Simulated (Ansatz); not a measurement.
Input file:

```yaml
crystal:
  periodic: [false, false, false]
  atoms:
    - {symbol: B, position_ang: [0.000000, 0.000000, 0.893401]}
    - {symbol: Be, position_ang: [0.000000, 0.000000, -0.979760]}
    - {symbol: H, position_ang: [0.000000, 1.003181, 1.555257]}
    - {symbol: H, position_ang: [0.000000, -1.003180, 1.555257]}
    - {symbol: H, position_ang: [0.000000, 0.000000, -3.932760]}
basis:
  gaussian: {orbitals: 6-31G}
magnetization: {spin_polarized: true, initial_magnetization: 0}
hamiltonian: {xc: {name: wB97M-V}}
output: {orbitals: {seedname: orbitals}}
```

```sh
$ ansatz run in.yaml --threads 1 --pin off --events-out ev --progress --plain --max-ram 2393MiB
```

Output:

```
  # Of w^i u^j: cxij and so on, Table III.
  gx(w, u) = 1 - cx + cx01*u + cx10*w
  gss(w, u) = css00 + css04*u^4 + css10*w + css20*w^2 + css43*w^4*u^3
  gos(w, u) = cos00 + cos10*w + (cos20 + cos21*u)*w^2 + (cos60 + cos61*u)*w^6
      + integral(e_c_pw_mod_opposite_spin*gos(b97_w_opposite, b97_u_opposite)) + vv10(b, c)
347 factors; integrals over basis functions are off by at most 2.5e-4 eV
124 factors; integrals over basis functions are off by at most 4.1e-5 eV
mean field evaluation 1: about -1116.4364 eV, gradient 1.1e1 eV
mean field evaluation 2: about -1117.4004 eV, gradient 9.8e0 eV
mean field evaluation 4: about -1118.8711 eV, gradient 2.9e-1 eV
mean field evaluation 8: about -1118.8599 eV, gradient 1.2e-2 eV
mean field evaluation 16: about -1118.9033 eV, gradient 1.4e0 eV
mean field evaluation 32: about -1119.0199 eV, gradient 1.6e-2 eV
mean field -1119.01997299 eV, -41.1232255082 hartree, gradient 1.8e-5 eV, S^2 0.521240; 5 other end points of the search recorded, 0 dependent functions left out
reference -1119.02000600 eV, -41.1232267214 hartree; 6, 6 occupied and 18, 18 virtual orbitals, 347 factors
Total energy: -1119.02000600 eV, -41.1232267214 hartree
```

Ran on 1 thread of AMD EPYC 9B14, shared host: 3.2 s wall, 0.17 GiB peak host memory.
